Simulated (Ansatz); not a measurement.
**NaH2− (singlet): wave-function methods side by side at distance Na1–H2 = 4.589 Å, aug-cc-pVTZ**

One table from this session's results is given with a row withheld; the runs are named, their logs left out.

The runs use Ansatz 0.2.0, Gaussian basis; aug-cc-pVTZ, core rule «outside noble gas», up to 5 orbitals frozen.

Plan: UHF; CCSD(T) on RHF; CCSD(T) on UHF; BCCD(T) on RHF; CCSDT(Q) on RHF; CCSDT(Q) on UHF; Full CI.

27 further runs of the same task are left out: 11 for a known fault of the program, 1 for a mislabelled method, 7 that didn't finish, 8 set aside as unsound or not needed.

### The system

The geometry derives from a PBE0/def2-TZVPD stationary point (not a proven minimum). One bond is set to the value named and the two fragments are kept rigid.

3 atoms, charge -1, spin multiplicity 1.

Atoms are counted from 1 here; the program's logs count them from 0.

Bond lengths: Na1–H3 2.066 Å.

The first run:

The input, in.yaml:

```yaml
crystal:
  periodic: [false, false, false]
  atoms:
    - {symbol: Na, position_ang: [0.000000, 0.000000, 0.841080]}
    - {symbol: H, position_ang: [0.000000, 0.000000, -3.747920]}
    - {symbol: H, position_ang: [0.000000, 0.000000, 2.906840]}
basis:
  gaussian: {orbitals: aug-cc-pVTZ}
total_charge: -1
magnetization: {spin_polarized: true, initial_magnetization: 0}
hamiltonian: {xc: hf}
output: {orbitals: {seedname: orbitals}}
```

Started as:

```bash
$ ansatz run in.yaml --threads 1 --pin off --events-out ev --progress --plain --max-ram 2393MiB
```

Steps of the session up to this table: UHF; CCSD(T) on RHF; CCSD(T) on UHF; BCCD(T) on RHF; CCSDT(Q) on RHF; CCSDT(Q) on UHF; Full CI.

One of the session's tables, all rows but one given; the rest of the session is left out.

```
   method  from FCI (meV)
      RHF         +2090.9
      UHF         +1960.3
     RMP2          +543.3
     UMP2          +855.9
    RCCSD            +5.9
    UCCSD            +8.2
 RCCSD(T)               ?
 UCCSD(T)            +2.1
  BCCD(T)            +2.2
   RCCSDT            +0.4
   UCCSDT            +0.4
RCCSDT(Q)            +0.1
UCCSDT(Q)            +0.1
      FCI               0
```

Q: Estimate the row for RCCSD(T) from the others.

As computed: from FCI (meV): +2.3. In the column «from FCI (meV)» it lies between BCCD(T) (+2.2) and RCCSD (+5.9).

Caveats from the session: The determinant is far from a pure spin state, so its energy mixes those of several spin states (harmless only where they are near-degenerate, as at dissociation). Restricted and unrestricted rows rest on different reference determinants; where their highest levels disagree by more than a few hundredths of an eV, they describe different states and don't form one ladder.
